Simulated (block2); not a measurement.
# S2 (sulfur dimer) at DMRG/ANO-RCC-MB

Aim: the vertical ionisation energy of S2 (sulfur dimer) at DMRG/ANO-RCC-MB, from 2 runs. Input form: a Python script.

The calculation is run with block2 0.5.4.

**1. The structure to begin with**

S2 has 2 atoms, charge 0, and is taken as a triplet. As SMILES, `S=S`. Geometry: the measured bond length.

Bond lengths: S1–S2 1.889 Å.

**2. A single-point energy at DMRG/ANO-RCC-MB**

Contents of run_dmrg.py:

```python
import numpy as np
from pyscf import cc, dft, gto, mcscf, mp, scf
from pyblock2._pyscf.ao2mo import integrals as itg
from pyblock2.driver.core import DMRGDriver, SymmetryTypes
from scipy.stats import linregress

mol = gto.M(atom="""
S      0.000000     0.000000     0.000000
S      0.000000     0.000000     1.889200
""", basis="ano-rcc-mb", charge=0, spin=2, verbose=4, max_memory=2000)
print("basis functions: %d" % (mol.nao))
mf = scf.ROHF(mol)
mf.conv_tol = 1e-10
mf.max_cycle = 200
mf.kernel()
if not mf.converged:
    mf = mf.newton().run(mf.mo_coeff, mf.mo_occ)
print(f"E(SCF): {mf.e_tot:.10f}")
# MP2, CCSD and CCSD(T) with the same frozen core
ref = scf.UHF(mol).run(mf.make_rdm1(), conv_tol=1e-10)
pt = mp.MP2(ref, frozen=10).run()
mycc = cc.CCSD(ref, frozen=10)
mycc.max_cycle = 150
mycc.kernel()
print(f"MP2 total energy: {pt.e_tot:.10f}")
if mycc.converged:
    print(f"CCSD total energy: {mycc.e_tot:.10f}")
    print("E(CCSD(T)): %.10f" % (mycc.e_tot + mycc.ccsd_t()))
# a few density functionals on the same geometry and basis
ks = dft.UKS(mol, xc="tpss").set(conv_tol=1e-9, verbose=3).run(mf.make_rdm1())
if ks.converged:
    print(f"E(TPSS): {ks.e_tot:.8f}")
ks = dft.UKS(mol, xc="tpssh").set(conv_tol=1e-9, verbose=3).run(mf.make_rdm1())
if ks.converged:
    print("E(TPSSh): %.8f" % (ks.e_tot))
ks = dft.UKS(mol, xc="lda,vwn5").set(conv_tol=1e-9, verbose=3).run(mf.make_rdm1())
if ks.converged:
    print(f"E(SVWN5): {ks.e_tot:.8f}")
ks = dft.UKS(mol, xc="m06l").set(conv_tol=1e-9, verbose=3).run(mf.make_rdm1())
if ks.converged:
    print("E(M06-L): %.8f" % (ks.e_tot))
ks = dft.UKS(mol, xc="hse06").set(conv_tol=1e-9, verbose=3).run(mf.make_rdm1())
if ks.converged:
    print("E(HSE06): %.8f" % (ks.e_tot))
# CCSD natural orbitals
occ_no, mo = mcscf.addons.make_natural_orbitals(cc.CCSD(mf.to_uhf(), frozen=10).run())
mf.mo_coeff = mo
ncas, n_elec, spin, ecore, h1e, g2e, orb_sym = itg.get_rhf_integrals(mf, ncore=10, ncas=8, pg_symm=False, g2e_symm=1)
dmrg = DMRGDriver(scratch="./tmp", symm_type=SymmetryTypes.SU2, stack_mem=1500 << 20, n_threads=1)
# orbital ordering
idx = dmrg.orbital_reordering(h1e, g2e, method="gaopt")
print("orbital order:", idx.tolist())
h1e = h1e[np.ix_(idx, idx)]
g2e = g2e[np.ix_(idx, idx, idx, idx)]
orb_sym = np.array(orb_sym)[idx]
dmrg.initialize_system(n_sites=ncas, n_elec=n_elec, spin=spin, orb_sym=orb_sym)
mpo = dmrg.get_qc_mpo(h1e=h1e, g2e=g2e, ecore=ecore, iprint=0)
occs = np.array([1.7] * 5 + [1.0] * 2 + [0.3] * 1)[idx]
psi = dmrg.get_random_mps(tag="GS", bond_dim=75, nroots=1, occs=occs)
bond_dims = [75] * 4 + [100] * 4
noises = [0.0001] * 4 + [1e-05] * 4 + [0]
thrds = [1e-07] * 8
e = dmrg.dmrg(mpo, psi, n_sweeps=14, tol=1e-06, bond_dims=bond_dims, noises=noises, thrds=thrds, iprint=1)
ms, dws, es = dmrg.get_dmrg_results()
print("DW: %.3e" % (dws[-1]))
print(f"final energy: {e:.10f}")
dm1 = dmrg.get_1pdm(psi)
print("occupation numbers:", np.round(np.linalg.eigvalsh(dm1)[::-1], 5).tolist())
c_act = mf.mo_coeff[:, 10:18][:, idx]
dm_ao = c_act @ dm1 @ c_act.T + 2 * mf.mo_coeff[:, :10] @ mf.mo_coeff[:, :10].T
print("dipole moment (debye):", np.round(scf.hf.dip_moment(mol, dm_ao, verbose=0), 4).tolist())
print("max block entropy: %.4f" % (max(dmrg.get_bipartite_entanglement(psi))))
csf, coef = dmrg.get_csf_coefficients(psi, cutoff=0.1, iprint=1)
print("leading coefficient squared: %.4f" % (np.max(np.abs(coef)) ** 2))
# extrapolation to zero discarded weight
psi = dmrg.adjust_mps(psi, dot=2)[0]
back = [90, 75, 60, 45]
dmrg.dmrg(mpo, psi, n_sweeps=4 * len(back), tol=0, bond_dims=[m for m in back for _ in range(4)], noises=[0] * (4 * len(back)), thrds=[1e-9] * (4 * len(back)), iprint=1)
ms, dws, es = dmrg.get_dmrg_results()
ms, dws, es = ms[3::4], dws[3::4], np.array(es)[3::4, 0]
fit = linregress(dws, es)
print("M values:", np.round(ms, 1).tolist())
print("discarded weights:", np.round(dws, 12).tolist())
print("E(M):", np.round(es, 9).tolist())
print("extrapolated energy: %.8f" % (fit.intercept))
print("error estimate: %.3e" % (abs(fit.intercept - es.min()) / 5))
# FCI check
ci = mcscf.CASCI(mf, 8, (7, 5))
ci.fix_spin_(ss=2)
ci.fcisolver.conv_tol = 1e-10
ci.fcisolver.max_cycle = 200
ci.kernel()
print(f"exact diagonalisation: {ci.e_tot:.10f}")
```

Started as:

```
$ python run_dmrg.py
```

The program printed:

```text
[INPUT] verbose = 4
[INPUT] num. atoms = 2
[INPUT] num. electrons = 32
[INPUT] charge = 0
[INPUT] spin (= nelec alpha-beta = 2S) = 2
[INPUT] symmetry False subgroup None
[INPUT] Mole.unit = angstrom
[INPUT] Symbol           X                Y                Z      unit          X                Y                Z       unit  Magmom
[INPUT]  1 S      0.000000000000   0.000000000000   0.000000000000 AA    0.000000000000   0.000000000000   0.000000000000 Bohr   0.0
[INPUT]  2 S      0.000000000000   0.000000000000   1.889200000000 AA    0.000000000000   0.000000000000   3.570070594528 Bohr   0.0

nuclear repulsion = 71.7072655068389
number of shells = 4
number of NR pGTOs = 106
number of NR cGTOs = 18
basis = ano-rcc-mb
ecp = {}
CPU time:         1.77
basis functions: 18

[... 77 lines left out ...]
converged SCF energy = -794.384455366038  <S^2> = 2.0026737  2S+1 = 3.001782
[... 33 lines left out ...]
UCCSD converged
[... 2 lines left out ...]
CCSD total energy: -794.4355695702
[... 22 lines left out ...]
converged SCF energy = -795.755720735399  <S^2> = 2.0006223  2S+1 = 3.0004149
[... 21 lines left out ...]
converged SCF energy = -795.69625967191  <S^2> = 2.0006263  2S+1 = 3.0004175
[... 25 lines left out ...]
Init t2, MP2 energy = -0.0423752716722617
[... 49 lines left out ...]
final energy: -794.4366637477
[... 6 lines left out ...]
Sum of weights of included CSF =    0.984806166409421
[... 49 lines left out ...]
Sweep =   14 | Direction = backward | Bond dimension =   45 | Noise =  0.00e+00 | Dav threshold =  1.00e-09
Time elapsed =      2.142 | E =    -794.4366638631 | DE = 7.11e-15 | DW = 1.00884e-20

Sweep =   15 | Direction =  forward | Bond dimension =   45 | Noise =  0.00e+00 | Dav threshold =  1.00e-09
Time elapsed =      2.281 | E =    -794.4366638631 | DE = -2.84e-14 | DW = 1.90642e-20

M values: [90, 75, 60, 45]
discarded weights: [0.0, 0.0, 0.0, 0.0]
E(M): [-794.436663863, -794.436663863, -794.436663863, -794.436663863]
extrapolated energy: -794.43666386
error estimate: 0.000e+00

******** <class 'pyscf.mcscf.casci.CASCI'> ********
CAS (7e+5e, 8o), ncore = 10, nvir = 0
natorb = False
canonicalization = True
sorting_mo_energy = False
max_memory 2000 MB (current use 321 MB)
******** <class 'pyscf.fci.addons.SpinPenaltyFCISolver'> ********
max. cycles = 200
conv_tol = 1e-10
davidson only = True
linear dependence = 1e-12
level shift = 0.001
max iter space = 12
max_memory 2000 MB
nroots = 1
pspace_size = 400
spin = None
Density matrix diagonal elements [1.99914553 1.99543757 1.96266455 1.96266455 1.95914763 1.03685607
 1.03685607 0.04722804]
CASCI converged
CASCI E = -794.436663863974  E(CI) = -29.9743934179305  S^2 = 2.0000000
exact diagonalisation: -794.4366638640
```

Wall time 30 s (1 thread of Intel Xeon at 2.50GHz (Skylake/Cascade Lake), shared host); peak memory 0.3 GiB.

**3. The doublet cation: the energy at DMRG/ANO-RCC-MB**

Contents of block2_dmrg.py:

```python
import numpy as np
from pyscf import cc, dft, gto, mcscf, mp, scf
from pyblock2._pyscf.ao2mo import integrals as itg
from pyblock2.driver.core import DMRGDriver, SymmetryTypes

geom = """
S      0.000000     0.000000     0.000000
S      0.000000     0.000000     1.889200
"""
mol = gto.M(
    atom=geom,
    basis="ano-rcc-mb",
    charge=1,
    spin=1,
    verbose=3,
    max_memory=2000,
)
print("basis functions = %d" % (mol.nao))
mf = scf.ROHF(mol)
mf.conv_tol = 1e-10
mf.max_cycle = 200
mf.kernel()
if not mf.converged:
    mf = mf.newton().run(mf.mo_coeff, mf.mo_occ)
print(f"E(SCF) = {mf.e_tot:.10f}")
ref = scf.UHF(mol).run(mf.make_rdm1(), conv_tol=1e-10)
pt = mp.MP2(ref, frozen=10).run()
mycc = cc.CCSD(ref, frozen=10)
mycc.max_cycle = 150
mycc.kernel()
print("E(MP2) = %.10f" % (pt.e_tot))
if mycc.converged:
    print("E(CCSD) = %.10f" % (mycc.e_tot))
    print("CCSD(T) total energy = %.10f" % (mycc.e_tot + mycc.ccsd_t()))
ks = dft.UKS(mol, xc="tpss").set(conv_tol=1e-9, verbose=3).run(mf.make_rdm1())
if ks.converged:
    print("E(TPSS) = %.8f" % (ks.e_tot))
ks = dft.UKS(mol, xc="tpssh").set(conv_tol=1e-9, verbose=3).run(mf.make_rdm1())
if ks.converged:
    print(f"E(TPSSh) = {ks.e_tot:.8f}")
ks = dft.UKS(mol, xc="lda,vwn5").set(conv_tol=1e-9, verbose=3).run(mf.make_rdm1())
if ks.converged:
    print(f"E(SVWN5) = {ks.e_tot:.8f}")
ks = dft.UKS(mol, xc="m06l").set(conv_tol=1e-9, verbose=3).run(mf.make_rdm1())
if ks.converged:
    print(f"E(M06-L) = {ks.e_tot:.8f}")
ks = dft.UKS(mol, xc="hse06").set(conv_tol=1e-9, verbose=3).run(mf.make_rdm1())
if ks.converged:
    print(f"E(HSE06) = {ks.e_tot:.8f}")
occ_no, mo = mcscf.addons.make_natural_orbitals(mp.MP2(mf.to_uhf(), frozen=10).run())
mf.mo_coeff = mo
ncas, n_elec, spin, ecore, h1e, g2e, orb_sym = itg.get_rhf_integrals(mf, ncore=10, ncas=8, pg_symm=False, g2e_symm=1)
drv = DMRGDriver(scratch="./tmp", symm_type=SymmetryTypes.SU2, stack_mem=1500 << 20, n_threads=1)
idx = drv.orbital_reordering(h1e, g2e, method="gaopt")
print("orbital order:", idx.tolist())
h1e = h1e[np.ix_(idx, idx)]
g2e = g2e[np.ix_(idx, idx, idx, idx)]
orb_sym = np.array(orb_sym)[idx]
drv.initialize_system(n_sites=ncas, n_elec=n_elec, spin=spin, orb_sym=orb_sym)
mpo = drv.get_qc_mpo(h1e=h1e, g2e=g2e, ecore=ecore, iprint=0)
occs = np.array([1.8] * 5 + [1.0] * 1 + [0.2] * 2)[idx]
mps = drv.get_random_mps(tag="GS", bond_dim=25, nroots=1, occs=occs)
bond_dims = [25] * 2 + [50] * 2 + [75] * 2 + [100] * 2
noises = [0.001] * 2 + [0.0001] * 2 + [0.0001] * 2 + [1e-05] * 2 + [0]
thrds = [1e-09] * 8
e = drv.dmrg(mpo, mps, n_sweeps=14, tol=1e-07, bond_dims=bond_dims, noises=noises, thrds=thrds, iprint=1)
ms, dws, es = drv.get_dmrg_results()
print("DW = %.3e" % (dws[-1]))
print(f"E(final) = {e:.10f}")
dm1 = drv.get_1pdm(mps)
print("natural occupations =", np.round(np.linalg.eigvalsh(dm1)[::-1], 5).tolist())
c_act = mf.mo_coeff[:, 10:18][:, idx]
dm_ao = c_act @ dm1 @ c_act.T + 2 * mf.mo_coeff[:, :10] @ mf.mo_coeff[:, :10].T
print("dipole / D =", np.round(scf.hf.dip_moment(mol, dm_ao, verbose=0), 4).tolist())
print("largest bipartite entropy = %.4f" % (max(drv.get_bipartite_entanglement(mps))))
ci = mcscf.CASCI(mf, 8, (6, 5))
ci.fix_spin_(ss=0.75)
ci.fcisolver.conv_tol = 1e-10
ci.fcisolver.max_cycle = 200
ci.kernel()
print("exact diagonalisation = %.10f" % (ci.e_tot))
```

Started as:

```
$ python block2_dmrg.py
```

The program printed:

```text
basis functions = 18
converged SCF energy = -793.979073255266
E(SCF) = -793.9790732553
converged SCF energy = -793.979231276999  <S^2> = 0.75056821  2S+1 = 2.0005681
E(UMP2) = -794.071149511847  E_corr = -0.0919182348473362
E(SCS-UMP2) = -794.067240599626  E_corr = -0.0880093226267486
E(UCCSD) = -794.074031110873  E_corr = -0.0947998338734818
E(MP2) = -794.0711495118
E(CCSD) = -794.0740311109
UCCSD(T) correction = -0.00122040214253466
CCSD(T) total energy = -794.0752515130
converged SCF energy = -795.359892309099  <S^2> = 0.7501066  2S+1 = 2.0001066
E(TPSS) = -795.35989231
converged SCF energy = -795.339917844589  <S^2> = 0.75012974  2S+1 = 2.0001297
E(TPSSh) = -795.33991784

WARN: HOMO -0.580456534134572 >= LUMO -0.582866485847219

WARN: HOMO -0.581317044962414 >= LUMO -0.585740610730711

WARN: HOMO -0.58082050990533 >= LUMO -0.584082213761072

WARN: HOMO -0.580493006319475 >= LUMO -0.582988409561003

WARN: HOMO -0.580618123951999 >= LUMO -0.583404476254205

WARN: HOMO -0.590369113503369 >= LUMO -0.61597623071376

SCF not converged.
SCF energy = -792.549237705296 after 50 cycles  <S^2> = 0.75002245  2S+1 = 2.0000224
converged SCF energy = -795.278330990415  <S^2> = 0.7501572  2S+1 = 2.0001572
E(M06-L) = -795.27833099
converged SCF energy = -795.063978212309  <S^2> = 0.75010209  2S+1 = 2.0001021
E(HSE06) = -795.06397821
E(UMP2) = -794.071023421055  E_corr = -0.091950165788439
E(SCS-UMP2) = -794.067014576699  E_corr = -0.0879413214325474
orbital order: [2, 5, 0, 1, 3, 7, 4, 6]

Sweep =    0 | Direction =  forward | Bond dimension =   25 | Noise =  1.00e-03 | Dav threshold =  1.00e-09
Time elapsed =      0.195 | E =    -794.0679837395 | DW = 4.30082e-06

Sweep =    1 | Direction = backward | Bond dimension =   25 | Noise =  1.00e-03 | Dav threshold =  1.00e-09
Time elapsed =      0.480 | E =    -794.0773162113 | DE = -9.33e-03 | DW = 1.23875e-05

Sweep =    2 | Direction =  forward | Bond dimension =   50 | Noise =  1.00e-04 | Dav threshold =  1.00e-09
Time elapsed =      0.710 | E =    -794.0776673059 | DE = -3.51e-04 | DW = 9.45520e-08

Sweep =    3 | Direction = backward | Bond dimension =   50 | Noise =  1.00e-04 | Dav threshold =  1.00e-09
Time elapsed =      1.049 | E =    -794.0776673061 | DE = -2.29e-10 | DW = 2.62442e-08

Sweep =    4 | Direction =  forward | Bond dimension =   75 | Noise =  1.00e-04 | Dav threshold =  1.00e-09
Time elapsed =      1.353 | E =    -794.0776673061 | DE = -3.52e-11 | DW = 1.72857e-09

Sweep =    5 | Direction = backward | Bond dimension =   75 | Noise =  1.00e-04 | Dav threshold =  1.00e-09
Time elapsed =      1.615 | E =    -794.0776673061 | DE = -9.06e-13 | DW = 1.68932e-09

Sweep =    6 | Direction =  forward | Bond dimension =  100 | Noise =  1.00e-05 | Dav threshold =  1.00e-09
Time elapsed =      1.930 | E =    -794.0776673061 | DE = -1.53e-13 | DW = 1.10763e-13

Sweep =    7 | Direction = backward | Bond dimension =  100 | Noise =  1.00e-05 | Dav threshold =  1.00e-09
Time elapsed =      2.327 | E =    -794.0776673061 | DE = -1.07e-14 | DW = 1.12670e-12

Sweep =    8 | Direction =  forward | Bond dimension =  100 | Noise =  0.00e+00 | Dav threshold =  1.00e-08
Time elapsed =      2.609 | E =    -794.0776673061 | DE = -1.42e-14 | DW = 2.61242e-20

DW = 2.612e-20
E(final) = -794.0776673061
natural occupations = [1.99752, 1.99107, 1.95657, 1.95227, 1.86633, 1.04214, 0.14293, 0.05116]
dipole / D = [-0.0, -0.0, 4.5371]
largest bipartite entropy = 0.3745
CASCI E = -794.077678122130  E(CI) = -29.6131865320033  S^2 = 0.7500000
exact diagonalisation = -794.0776781221
```

Run time: 38 s. Hardware: 1 thread of Intel Xeon at 2.50GHz (Skylake/Cascade Lake), shared host; peak memory 0.28 GiB.

**4. What came out**

At DMRG/ANO-RCC-MB, 10 core orbitals frozen:

```
                                                                       quantity          value
                                           run 1, DMRG/ANO-RCC-MB: total energy  -794.43666 Eh
run 1, DMRG/ANO-RCC-MB: dipole moment (of the density that the program reports)         0.00 D
                                                   doublet cation: total energy  -794.07767 Eh
                             vertical ionisation energy (to the doublet cation)       9.769 eV
```

**Reading.** The vertical ionisation energy comes to 9.77 eV (943 kJ/mol). In a minimal basis such a difference can be off by several eV, whatever the method. The basis (run 1, DMRG/ANO-RCC-MB) was made for a relativistic Hamiltonian, but the run is non-relativistic. The basis (doublet cation) was made for a relativistic Hamiltonian, but the run is non-relativistic.
